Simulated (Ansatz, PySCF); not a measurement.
Molecule (SMILES): C=CF.
Geometry (B3LYP-D3(BJ)/def2-TZVP, fixed):
```xyz
6

C      0.0048     0.4339    -0.0020
C      1.1838    -0.1536     0.0049
F     -1.1460    -0.2672    -0.0028
H     -0.1758     1.5010    -0.0077
H      1.2800    -1.2303     0.0104
H      2.0778     0.4520     0.0052
```
Charge 0, spin multiplicity 1.

Near-linear dependence at PBE0/aug-pcseg-2 with PySCF (spherical functions, density fitting): canonical orthogonalisation drops combinations whose overlap eigenvalue lies under the threshold. The set has 207 functions.

```csv
threshold,orbitals kept,energy minus last row (mEh)
1e-3,…,…
1e-4,…,…
1e-5,…,…
1e-6,207,0.000
1e-7,207,0.000
1e-9,207,0.000
```

**Question.** Some entries are withheld; supply them.

**Answer.** 
- 1e-3, orbitals kept: 190
- 1e-3, energy minus last row (mEh): 0.198
- 1e-4, orbitals kept: 200
- 1e-4, energy minus last row (mEh): 0.061
- 1e-5, orbitals kept: 205
- 1e-5, energy minus last row (mEh): 0.018

The smallest overlap eigenvalue is 2.9e-06. Ansatz (a first-principles code) at its default drops 0 functions.
